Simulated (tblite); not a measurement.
Compound: C₅H₇P.
Cartesian coordinates in Å at the GFN2-xTB level; atoms count from 1:
```
atom  x, y, z in Å
C1     3.3097    0.2519   -0.2773
C2     2.0015    0.1122   -0.4456
P3     1.0383   -1.1297    0.4764
C4    -0.4511   -0.7977   -0.1305
C5    -1.6771   -0.6186   -0.5204
C6    -2.6540    0.3187    0.1249
H7     3.8585   -0.3623    0.4182
H8     3.8829    0.9835   -0.8242
H9     1.4566    0.7329   -1.1451
H10   -2.0514   -1.1447   -1.3940
H11   -2.9232    1.1139   -0.5704
H12   -2.2315    0.7613    1.0232
H13   -3.5637   -0.2209    0.3858
```

Level: GFN2-xTB in tblite, geometry and Hessian alike; calculated harmonic values, unscaled, isolated species. This tight-binding method is rough: wavenumbers can miss measured ones by several per cent, in bad cases by 10 to 20. One conformer, not necessarily the lowest.

Harmonic wavenumbers (cm⁻¹): 61.9, 86.2, 136.4, 142.7, 201.2, 302.6, 391.7, 470.8, 522.6, 701.3, 761.6, 784.6, 884.6, 994.0, 1003.2, 1019.5, 1023.5, 1099.7, 1230.6, 1259.4, 1389.0, 1394.7, 1474.8, 1478.9, 1633.3, 1859.8, 2979.3, 2996.5, 3012.0, 3034.1, 3047.6, 3084.1, 3109.2.

A = 8366, B = 1277, C = 1175 MHz; mass 98.029 u (most abundant isotopes); point group C1, symmetry number 1.

Task: Zero-point energy?

Result: Half the sum of the wavenumbers: 21786 cm⁻¹ = 62.29 kcal/mol.

Task: Give the ideal-gas entropy at 298.15 K and 1 bar in the rigid-rotor, harmonic-oscillator model (classical rotation).

Result: Translation 39.68, rotation 27.64, vibration 21.10: S = 88.4 cal/(mol K).

Task: And Cp and H(298.15 K) − H(0)?

Result: Cp = 28.51 cal/(mol K), of which vibrations give 20.56 (their classical limit is 33 R = 65.6); H(298.15 K) − H(0) = 5.64 kcal/mol without the zero-point energy, 3.27 from vibrations.

Task: How do the functions run with temperature in this model?

Result: 
| T (K) | S (cal/(mol K)) | Cp (cal/(mol K)) | H − H(0) (kcal/mol) | G − H(0) (kcal/mol) | ln q(vib) |
| --- | --- | --- | --- | --- | --- |
| 50 | 55.3 | 12.1 | 0.47 | -2.29 | 0.31 |
| 100 | 65.1 | 16.4 | 1.19 | -5.31 | 1.23 |
| 373.15 | 95.3 | 33.0 | 7.95 | -27.62 | 6.47 |
| 500 | 105.9 | 39.7 | 12.58 | -40.39 | 8.71 |
| 750 | 124.0 | 49.2 | 23.78 | -69.20 | 12.86 |
| 1000 | 139.1 | 55.6 | 36.92 | -102.14 | 16.68 |

q(vib) and H(0) count from the zero-point level.

Task: What must be added to the electronic energy to get the Gibbs energy at 298.15 K and 1 bar?

Result: ZPE + [H(298.15 K) − H(0)] − T·S = 62.29 + 5.64 − 26.36 = 41.57 kcal/mol.

Task: Blend soft modes into free rotors: weight 1/[1 + (100 cm⁻¹/ν̃)⁴] for the oscillator and the rest for a rotor with moment μB/(μ + B), μ = h/(8π²ν), B = 10⁻⁴⁴ kg m². What vibrational entropy results?

Result: 19.58 cal/(mol K) in place of 21.10, which changes −T·S at 298.15 K by +0.45 kcal/mol.

Hindered rotation and anharmonicity are outside this model. Other conformers, if any are populated, would add a mixing term that is left out. The structure is chiral; the term R ln 2 for an equal mix with its mirror image is left out.
